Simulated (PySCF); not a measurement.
**C2H4B−: geometry, NMR shifts, spin-spin couplings, electronic excitations and core binding energies**

Wanted: the NMR shifts, spin-spin couplings, electronic excitations and core binding energies of C2H4B− (`[BH3-]C#C`), by calculation.

The runs use PySCF 2.14.0, with density-fitted response routines of our own; the level of theory stands in each step. All values are computed, except where a source is named. Atoms are numbered from 0 throughout.

### 1 The molecule as given

7 atoms, charge -1, multiplicity 1; geometry from: GFN2-xTB.

Bonds of the start (Å): B0–C1 1.57, C1–C2 1.20, B0–H3 1.23, B0–H4 1.23, B0–H5 1.23, C2–H6 1.06.

### 2 Geometry optimisation at PBE0-D3(BJ)/def2-SVP

What the job is given:

```
{"job": {"xc": "PBE0", "basis": "def2-SVP", "d3": "d3bj", "grid": 1, "kind": "geom"}, "charge": -1, "multiplicity": 1}
B     -0.990905     0.080713     0.010006
C      0.578025    -0.046235    -0.011648
C      1.779002    -0.142098    -0.028466
H     -1.466293    -0.544623    -0.937382
H     -1.425712    -0.380219     1.064877
H     -1.307772     1.266314    -0.080215
H      2.836990    -0.228948    -0.044249
```

**Question.** This job is followed by: GIAO PBE0/pcSseg-1 NMR shielding, non-relativistic, gas phase; B3LYP/pcJ-1 indirect spin-spin coupling, non-relativistic, gas phase; TDDFT B3LYP/def2-SVPD, vertical, gas phase, core orbitals frozen in the response; GIAO mPW1PW91/pcSseg-2 NMR shielding, non-relativistic, gas phase; delta-SCF UKS SCAN, pcX-2 on the ionised atom, pcseg-1 elsewhere, spin-free X2C. What will the session give for the following? point group; rotational constants (main isotopes); ¹³C shifts against TMS (PBE0/pcSseg-1); ¹H shifts against TMS (PBE0/pcSseg-1); ¹¹B shifts against BF3·OEt2 (PBE0/pcSseg-1); largest coupling (B3LYP/pcJ-1); lowest singlet (B3LYP/def2-SVPD); brightest single state of those computed; lowest triplet; vertical ionisation energy (ΔSCF); B1s binding energies, SCAN/pcX-2; C1s binding energies, SCAN/pcX-2 (standing for 1 of 2 atoms); range of the shift of C1.

The runs gave:

| quantity | value |
| --- | --- |
| point group | C3v |
| rotational constants (main isotopes) | 122.11, 7.87, 7.87 GHz |
| ¹³C shifts against TMS (PBE0/pcSseg-1) | 123.0, 70.1 ppm |
| ¹H shifts against TMS (PBE0/pcSseg-1) | 0.76, 0.67 ppm |
| ¹¹B shifts against BF3·OEt2 (PBE0/pcSseg-1) | -47.9 ppm |
| largest coupling (B3LYP/pcJ-1) | ¹J(C,H) C2–H6, 236.9 Hz |
| lowest singlet (B3LYP/def2-SVPD) | 5.20 eV (238 nm), f = 0.000 |
| brightest single state of those computed | state 10, 7.03 eV, f = 0.049 |
| lowest triplet | 5.10 eV |
| vertical ionisation energy (ΔSCF) | 3.91 eV |
| B1s binding energies, SCAN/pcX-2 | B0 188.16 eV |
| C1s binding energies, SCAN/pcX-2 (standing for 1 of 2 atoms) | C2 284.25 eV |
| range of the shift of C1 | 123.0 to 128.3 ppm |

In words: The optimisation took 2 steps and gained 0.037 eV; among the bonded pairs, C1–C2 changed most, from 1.205 to 1.227 Å. At PBE0/pcSseg-1: Shielding is most anisotropic at C1 (span 345 ppm, paramagnetic term -192 ppm). Of the pairs computed, C2–H6 couples most strongly (236.9 Hz; Fermi contact 235.6 Hz). The lowest singlet, at 5.20 eV, is HOMO→LUMO 0.80, HOMO−1→LUMO 0.18 and is dark; of the 10 states computed, the strongest absorption comes from states 8 to 9 together at 6.81 eV. The lowest triplet lies 0.10 eV below the lowest singlet (triplets in Tamm-Dancoff, singlets in full TDDFT). In the gas-phase run even the lowest singlet lies above the computed detachment energy of this anion, so its states are not to be taken as bound. At B3LYP/def2-SVPD, all states lie near or above the ionisation energy, where they hang on the basis. The orbital energy would give 1.58 eV for ionisation, ΔSCF gives 3.91 eV. Across the 2 runs the shift of C1 moves most, between 123.0 (PBE0/pcSseg-1) and 128.3 ppm (mPW1PW91/pcSseg-2).
